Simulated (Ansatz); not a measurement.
**B2H (quartet): PBE0, B3LYP over a scan of the distance B1–H3, 6-31G**

How well do these functionals follow the top wave-function level for B2H (quartet) over a scan of the distance B1–H3?

Program: Ansatz 0.2.0, Gaussian basis. Level of theory: 6-31G, all electrons in the functionals. These are calculated values, not measurements.

To be run: PBE0, B3LYP, at 0.957 Å; 1.060 Å; 1.178 Å; 1.276 Å; 1.416 Å; 1.588 Å; 1.907 Å; 2.190 Å; 2.629 Å; 3.233 Å; 3.995 Å.

24 further runs of the same task are left out: 2 for a known fault of the program, 17 that didn't finish, 5 set aside as unsound or not needed.

## Step 1: The system

The geometry derives from a PBE0/def2-TZVP stationary point (not a proven minimum). One bond is set to the value named and the two fragments are kept rigid.

3 atoms, charge 0, spin multiplicity 4.

Atoms are counted from 1 here; the program's logs count them from 0.

Bond lengths: B1–B2 1.520 Å, B1–H3 1.178 Å. Angles: B2–B1–H3 180.0°.

Geometry (Å):

```xyz
3
charge 0, multiplicity 4
B     0.0000    0.0000    0.1141
B     0.0000    0.0000   -1.4064
H     0.0000    0.0000    1.2923
```

No dispersion term is added. B3LYP takes the VWN-RPA correlation.

The geometry shown and the zero of energy belong to the point 1.178 Å. The yardstick, FCI, and other wave-function levels (R restricted, U unrestricted, valence and pair active spaces) come from earlier runs.

## Step 2: PBE0, 0.957 Å

The input, in.yaml:

```yaml
crystal:
  periodic: [false, false, false]
  atoms:
    - {symbol: B, position_ang: [0.000000, 0.000000, 0.187809]}
    - {symbol: B, position_ang: [0.000000, 0.000000, -1.332618]}
    - {symbol: H, position_ang: [0.000000, 0.000000, 1.144809]}
basis:
  gaussian: {orbitals: 6-31G}
magnetization: {spin_polarized: true, initial_magnetization: 3}
hamiltonian: {xc: {name: PBE0}}
output: {orbitals: {seedname: orbitals}}
```

Started as:

```console
$ ansatz run in.yaml --threads 1 --pin off --events-out ev --progress --plain --max-ram 2393MiB
```

Further steps of the session: PBE0, 1.060 Å; PBE0, 1.178 Å; PBE0, 1.276 Å; PBE0, 1.416 Å; PBE0, 1.588 Å; PBE0, 1.907 Å; PBE0, 2.190 Å; PBE0, 2.629 Å; PBE0, 3.233 Å; PBE0, 3.995 Å; B3LYP, 0.957 Å; B3LYP, 1.060 Å; B3LYP, 1.178 Å; B3LYP, 1.276 Å; B3LYP, 1.416 Å; B3LYP, 1.588 Å; B3LYP, 1.907 Å; B3LYP, 2.190 Å; B3LYP, 2.629 Å; B3LYP, 3.233 Å; B3LYP, 3.995 Å.

Before running them: what should the planned runs give, taken together? Wanted: span of the FCI curve; largest miss, PBE0; largest miss, B3LYP.

**Answer**, as computed:

```
             quantity                value
span of the FCI curve             4.062 eV
   largest miss, PBE0  +0.663 eV (2.629 Å)
  largest miss, B3LYP  +0.801 eV (3.995 Å)
```

Of the functionals, PBE0 keep the smallest largest miss at the points compared (at most 0.663 eV) and B3LYP strays most (0.801 eV, at 3.995 Å). PBE0, B3LYP clearly break the spin symmetry at some points (⟨S²⟩ up to 1.00 above the pure value), so energy there is bought with a mixed spin. Functionals and the yardstick converge differently with the basis, so part of each miss in 6-31G is the basis.
